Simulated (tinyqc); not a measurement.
Inside a calculation. Method: extended Hueckel theory, for SiH3. One step of it, computed by the program tinyqc.

Problem. Wolfsberg-Helmholz matrix. H_ij = K' S_ij (H_ii + H_jj)/2 for i != j (the diagonal keeps H_ii), with K' = K + D^2 + D^4 (1 - K), D = (H_ii - H_jj)/(H_ii + H_jj), K = 1.75.

overlap S, lower triangle:
```
           1Si 3s    1Si 3px    1Si 3py    1Si 3pz     2H 1s     3H 1s     4H 1s
1Si 3s   1.000000
1Si 3px  0.000000   1.000000
1Si 3py  0.000000   0.000000   1.000000
1Si 3pz  0.000000   0.000000   0.000000   1.000000
2H 1s    0.415041   0.521956   0.000000  -0.011678  1.000000
3H 1s    0.415237  -0.260988   0.452214  -0.011686  0.038430  1.000000
4H 1s    0.415237  -0.260988  -0.452214  -0.011686  0.038430  0.038440  1.000000
```

diagonal H_ii (eV): 1Si 3s -17.300000, 1Si 3px -9.200000, 1Si 3py -9.200000, 1Si 3pz -9.200000, 2H 1s -13.600000, 3H 1s -13.600000, 4H 1s -13.600000

K = 1.750000

Give: H.

Solution.

H (eV), lower triangle:
```
           1Si 3s   1Si 3px  1Si 3py  1Si 3pz     2H 1s     3H 1s     4H 1s
1Si 3s   -17.3000
1Si 3px    0.0000   -9.2000
1Si 3py    0.0000    0.0000  -9.2000
1Si 3pz    0.0000    0.0000   0.0000  -9.2000
2H 1s    -11.3126  -10.6284   0.0000   0.2378  -13.6000
3H 1s    -11.3180    5.3144  -9.2083   0.2380   -0.9146  -13.6000
4H 1s    -11.3180    5.3144   9.2083   0.2380   -0.9146   -0.9149  -13.6000
```
